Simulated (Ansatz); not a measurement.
# SiNH5 (SMILES [SiH3]N) at RPA@PBE0/def2-TZVP

Aim: the energy change on altering one bond length of SiNH5 at RPA@PBE0/def2-TZVP, from 2 runs. 

Program for the calculation: Ansatz 0.2.0.

55 further runs of the same task are left out: 55 set aside as unsound or not needed.

## Step 1: The system as given

The species is SiNH5 (7 atoms), meant as a singlet with charge 0. SMILES: `[SiH3]N`. Geometry: relaxed at PBE0-D4/def2-TZVP.

Bond lengths: Si1–N2 1.720 Å, Si1–H3 1.486 Å, Si1–H4 1.486 Å, Si1–H5 1.494 Å, N2–H6 1.007 Å, N2–H7 1.007 Å. Angles: Si1–N2–H6 119.6°, Si1–N2–H7 119.6°, N2–Si1–H3 107.9°, N2–Si1–H4 107.9°, N2–Si1–H5 116.0°, H6–N2–H7 110.7°, H3–Si1–H4 110.5°, H3–Si1–H5 107.3°, H4–Si1–H5 107.3°.

## Step 2: The energy at RPA@PBE0/def2-TZVP

Contents of molecule.yaml:

```yaml
crystal:
  periodic: [false, false, false]
  atoms:
    - {symbol: Si, position_ang: [-0.413010, -0.292700, -0.422350]}
    - {symbol: N, position_ang: [0.611760, 0.348670, 0.801280]}
    - {symbol: H, position_ang: [-0.018320, -1.706330, -0.653330]}
    - {symbol: H, position_ang: [-1.813170, -0.217090, 0.068940]}
    - {symbol: H, position_ang: [-0.367930, 0.402730, -1.743970]}
    - {symbol: H, position_ang: [0.391580, 1.238230, 1.219480]}
    - {symbol: H, position_ang: [1.609100, 0.226510, 0.729930]}
basis:
  gaussian:
    orbitals: def2-TZVP
hamiltonian:
  xc: {name: PBE0}
correlation:
  method: rpa
  frozen_orbitals: {H: 0, "N": 1, Si: 5}
accuracy: high
```

The run is started by

```
$ ansatz run molecule.yaml --threads 1 --pin off --max-ram 3480MiB --events-out events.jsonl --progress --plain --runs-dir runs
```

Log:

```text
Warning: RAYON_NUM_THREADS=1 ignored (pool sized by the plan → 1); use --threads N
Functional definition: PBE0
  name "PBE0"
  parameter a = 0.25
  parameter kappa = 0.804
  parameter beta = 0.06672455060314922
  exchange = (1 - a)*pbe_x(kappa = kappa, mu = beta*pi^2/3) + a*exact_x
  correlation = pbe_c(beta = beta)
1820 factors; integrals over basis functions are off by at most 3.8e-9 eV
mean field evaluation 1: about -9439.5473 eV, gradient 5.6e1 eV
mean field evaluation 2: about -9439.5473 eV, gradient 5.6e1 eV
mean field evaluation 4: about -9445.1654 eV, gradient 6.0e0 eV
mean field evaluation 8: about -9445.2554 eV, gradient 2.9e-2 eV
mean field evaluation 16: about -9445.2554 eV, gradient 2.6e-6 eV
mean field -9445.25541037 eV, -347.1067341071 hartree, gradient 1.5e-8 eV, S^2 0.000000; 0 other end points of the search recorded, 0 dependent functions left out
6 core orbitals not correlated: weight in the atoms' cores, before any rotation towards them, 1.000 or more for the frozen orbitals, at most 0.000 for the correlated occupied ones
reference -9424.23053914 eV, -346.3340843405 hartree; 7, 7 occupied and 85, 85 virtual orbitals, 1820 factors
Total energy: -9438.91893118 eV, -346.8738727918 hartree
```

It took 7.8 s on 1 thread of Arm Neoverse V2, shared host; peak memory 0.32 GiB.

## Step 3: The distorted shape at the same level

Contents of molecule.yaml:

```yaml
crystal:
  periodic: [false, false, false]
  atoms:
    - symbol: Si
      position_ang: [-0.236860, -1.004374, -0.756922]
    - symbol: "N"
      position_ang: [0.787910, -0.363004, 0.466708]
    - symbol: H
      position_ang: [0.157830, -2.418004, -0.987902]
    - symbol: H
      position_ang: [-1.637020, -0.928764, -0.265632]
    - symbol: H
      position_ang: [-0.191780, -0.308944, -2.078542]
    - symbol: H
      position_ang: [0.391580, 1.238230, 1.219480]
    - symbol: H
      position_ang: [1.785250, -0.485164, 0.395358]
basis:
  gaussian:
    orbitals: def2-TZVP
correlation:
  method: rpa
  frozen_orbitals: {H: 0, "N": 1, Si: 5}
hamiltonian:
  xc: {name: PBE0}
accuracy: high
```

The run is started by

```
$ ansatz run molecule.yaml --threads 1 --pin off --max-ram 3480MiB --events-out events.jsonl --progress --plain --runs-dir runs
```

Log, shortened:

```text
Warning: RAYON_NUM_THREADS=1 ignored (pool sized by the plan → 1); use --threads N
[... 2 set-up lines as earlier in the session ...]
[...]
1836 factors; integrals over basis functions are off by at most 3.7e-9 eV
[...]
mean field -9441.24926968 eV, -346.9595111522 hartree, gradient 9.3e-8 eV, S^2 0.000000; 1 other end points of the search recorded, 0 dependent functions left out; unrestricted orbitals would lower it
[...]
unrestricted determinant -9420.86625012 eV, -346.2104489993 hartree, S^2 0.7283
6 core orbitals not correlated: weight in the atoms' cores, before any rotation towards them, 1.000 or more for the frozen orbitals, at most 0.000 for the correlated occupied ones
reference -9419.54125043 eV, -346.1617561590 hartree; 7, 7 occupied and 85, 85 virtual orbitals, 1836 factors
Total energy: -9435.07178076 eV, -346.7324926216 hartree
```

It took 9.3 s on 1 thread of Arm Neoverse V2, shared host; peak memory 0.35 GiB.

## Step 4: Summary of results

Level: RPA@PBE0/def2-TZVP, 6 core orbitals frozen.

```
                                                         quantity          value
                                        first shape: total energy  -346.87387 Eh
                    first shape: RPA correlation energy (valence)     -539.8 mEh
                                    distorted shape: total energy  -346.73249 Eh
                distorted shape: RPA correlation energy (valence)     -570.7 mEh
energy change with the N2–H6 bond stretched from 1.007 to 1.813 Å       3.847 eV
```

In words: One bond (distorted shape) is far stretched, which a spin-restricted single reference describes badly; a broken-symmetry solution may lie lower. With the N2–H6 bond stretched from 1.007 to 1.813 Å the energy rises by 3.85 eV (371 kJ/mol). The first shape isn't relaxed at this level, so the change isn't measured from a minimum. A restricted reference can't describe the breaking bond well at this length. The restricted solution (distorted shape) is unstable to spin breaking: an unrestricted one lies lower.
